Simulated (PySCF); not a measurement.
Molecule: `InChI=1S/C2H6O/c1-2-3/h3H,2H2,1H3`.

Geometry:
```
atom   x (Å)   y (Å)   z (Å)
  C1  -0.890   0.173   0.153
  C2   0.457  -0.374  -0.278
  O3   1.518   0.504  -0.010
  H4  -1.707  -0.514  -0.119
  H5  -1.081   1.147  -0.322
  H6  -0.930   0.316   1.246
  H7   0.623  -1.369   0.185
  H8   0.463  -0.536  -1.367
  H9   1.547   0.652   0.940
```

Geometry PBE0-D3(BJ)/def2-SVP throughout; GIAO in PySCF 2.14, gas phase, one conformer, non-relativistic; equivalent atoms averaged; functional PBE0.

Q: How do the absolute shieldings σ depend on the basis set? (ppm; last column core-seconds on shared hosts with different chips, so compare them loosely)

A: 
```csv
basis set,functions,C2,C1,O3,H7/H8,H4/H5/H6,H9,core-s
STO-3G,21,183.2,215.0,343.7,30.70,31.83,35.28,1.6
6-31G,39,143.8,178.6,286.1,28.79,31.39,33.54,3.3
pcSseg-0,39,131.9,170.3,297.7,28.95,31.50,34.22,1.6
6-31G*,54,137.9,173.7,293.3,28.27,30.90,32.72,4.1
def2-SVP,72,137.5,173.7,301.8,27.90,30.40,32.28,4.8
cc-pVDZ,72,138.9,175.0,298.0,27.74,30.30,32.42,2.4
pcSseg-1,81,123.8,162.6,287.1,27.66,30.14,31.77,3.6
"6-311+G(2d,p)",117,126.8,165.3,282.4,27.89,30.41,32.17,8.1
aug-cc-pVDZ,123,136.7,173.8,291.4,27.69,30.20,31.87,5.4
def2-TZVP,129,125.4,165.0,285.4,27.88,30.39,32.15,9.3
IGLO-III,165,121.7,161.6,281.5,27.75,30.26,31.82,7.6
cc-pVTZ,174,126.9,165.8,286.4,27.69,30.20,31.81,8.4
pcSseg-2,192,121.2,161.6,281.7,27.63,30.13,31.50,9.4
```

Q: Which nucleus moves most, in ppm?

A: O3 (alcohol oxygen): from 281.5 ppm with IGLO-III to 343.7 ppm with STO-3G. The smallest spread is 1.70 ppm, at H4/H5/H6. Proton shifts span only some 12 ppm, so a few tenths of a ppm matter as much there as several ppm in carbon.

Q: Taking the largest basis, pcSseg-2 (192 functions), as the yardstick, rank the others by their worst heavy-atom deviation.

A: IGLO-III 0.5 ppm (165 functions), def2-TZVP 4.1 ppm (129 functions), pcSseg-1 5.3 ppm (81 functions), 6-311+G(2d,p) 5.5 ppm (117 functions), cc-pVTZ 5.6 ppm (174 functions), aug-cc-pVDZ 15.5 ppm (123 functions), pcSseg-0 15.9 ppm (39 functions), 6-31G* 16.7 ppm (54 functions), cc-pVDZ 17.7 ppm (72 functions), def2-SVP 20.1 ppm (72 functions), 6-31G 22.5 ppm (39 functions), STO-3G 62.0 ppm (21 functions).

A small basis that lands close on one nucleus may do so by chance; judge by the trend and by all nuclei.
